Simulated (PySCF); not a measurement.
1,3,4-oxdiazole, C₂H₂N₂O.
Structure used (PBE0-D3(BJ)/def2-SVP), in Å, numbered top down from 1:
```xyz
7
C2H2N2O angstrom
C     -0.9028    0.2179    0.4541
N     -0.2820   -0.7397    1.0492
N      0.8843   -0.9361    0.3450
C      0.8712   -0.0807   -0.6166
O     -0.2327    0.6883   -0.6131
H     -1.8615    0.6668    0.7057
H      1.6153    0.0814   -1.3930
```

Linear response at CAM-B3LYP/def2-SVPD (PySCF, frozen core in the response, non-relativistic).

Static isotropic polarisability: 36.38 au (5.39 Å³), principal values 25.0, 39.0, 45.2 au.

(1) What is the polarisability at 1064 nm and at the sodium D line?

(2) What is the isotropic C6 coefficient between two such molecules, C6 = (3/π)∫α(iω)² dω?

(3) Which effective excitation energy ω̄ makes London's formula C6 = (3/4)α²ω̄ exact here?

(4) What does −C6/R⁶ come to at R = 12 Å between centres?

(5) The lowest 6 singlets have (eV, f): 6.01, 0.000; 6.85, 0.015; 7.14, 0.146; 7.51, 0.000; 7.94, 0.019; 8.22, 0.000. What share of the static polarisability do they carry in the sum over states α = Σ f/ω²?

(6) What molar refraction at the D line follows from R = (4π/3)·N_A·α′, with α′ the polarisability volume?

Answers

(1) 36.65 au at 1064 nm (+0.7 %), 37.28 au at 589.3 nm (+2.5 %). The rise at 589.3 nm is 3.37 times that at 1064 nm; a pure ω² law gives 3.26. The lowest singlet lies at 206 nm, shorter than both wavelengths.

(2) 617.3 au (Eh·bohr⁶) by a ten-point quadrature over imaginary frequencies, which is 369 eV·Å⁶ or 35.6 J·nm⁶/mol.

(3) ω̄ = 4·C6/(3α²) = 0.622 Eh = 16.9 eV. A one-pole form α(ω) = α/(1 − ω²/ω̄²) fitted to the 1064 nm value gives 13.6 eV. London's choice of the ionisation energy (10.89 eV, ΔSCF at the same level) gives C6 = 397 au, 36 % too low.

(4) -12 J/mol. This is the leading, orientation-averaged term; C8 and higher terms are left out.

(5) 2.58 au, 7.1 % of α; the largest term, 2.12 au, is that of the state at 7.14 eV. Their oscillator strengths add up to 0.18. Higher states carry the rest.

(6) α′ = 5.53 Å³ gives R = 13.94 cm³/mol, for isolated, non-vibrating species.

The run took about 28 s of CPU time (grids of density and orbitals included) (one thread, shared machine). This is the whole response run at CAM-B3LYP/def2-SVPD, SCF included.
